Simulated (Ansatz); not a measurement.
Born–Oppenheimer molecular dynamics of CH4N (6 atoms, charge 0, multiplicity 2). It starts from a relaxed structure.

Method: UKS PBE/def2-SVP (Ansatz 0.2.0).

```
ensemble             : NVT, Langevin thermostat
time step            : 0.5 fs
steps asked          : 150
set temperature      : 2000 K
friction             : 0.01 /fs
temperature schedule : 37 steps to 2000 K, then 113 steps to 4000 K
seed                 : 445442
```

First frame:

```xyz
6
Properties=species:S:1:pos:R:3
C -0.072 -0.270 -0.225
N -0.294 0.424 1.008
H -0.265 0.378 -1.120
H -0.721 -1.167 -0.310
H 0.992 -0.601 -0.350
H 0.361 1.235 0.997
```

(1) How far do the bonds stretch over the last three quarters of this one trajectory? (Pairs bonded in most of those frames.)

Results:

(1) 
```csv
bond,mean (Å),spread (Å),shortest,longest
C1–N2,1.424,0.049,1.36,1.52
C1–H3,1.170,0.122,0.96,1.35
C1–H4,1.151,0.051,1.05,1.25
C1–H5,1.169,0.123,0.97,1.46
N2–H6,1.055,0.057,0.95,1.16
```

Mean temperature of the second half: 1717 K. The schedule's set-point averaged 3336 K over the second half and the system 1717 K, so it lags behind the ramp. A run of 0.075 ps of so small a system gives no equilibrium averages.

Time of the run: 2.6 min on 1 thread of Arm Neoverse V2, with other jobs on the host, peak memory 0.1 GiB.
